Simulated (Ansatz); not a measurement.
Cartesian coordinates in Å:
```
C -0.3056 -0.8603 -1.0386
C -0.1736 -1.2631 0.2539
C 0.1387 -0.0694 0.9718
C 0.1768 0.9724 0.0838
N -0.1015 0.4659 -1.1640
H -0.2805 -2.2597 0.6477
H 0.3151 0.0017 2.0343
H 0.3760 2.0218 0.2288
H -0.1452 0.9907 -2.0176
```

Charge 0, multiplicity 2.

(1) List the PBE/def2-TZVPP orbital energies in eV (Ansatz 0.2.0). (Estimate.)

Results:

(1) Ansatz gave: α occupied: -382.01, -270.24, -269.49, -268.68, -268.67, -24.82, -19.44, -17.77, -14.85, -14.13, -12.62, -10.85, -10.22, -9.74, -9.48, -6.50, -6.10, -5.36. α empty: -0.06, 0.27, 0.92, 1.77, 2.10, 2.43, 3.36, 3.75. β occupied: -382.00, -269.84, -269.48, -268.66, -268.65, -24.65, -19.34, -17.49, -14.76, -14.00, -12.27, -10.74, -10.12, -9.60, -9.37, -6.11, -5.12. β empty: -3.88, 0.18, 0.33, 1.13, 1.82, 2.14, 2.48, 3.44. ⟨S²⟩ = 0.757.
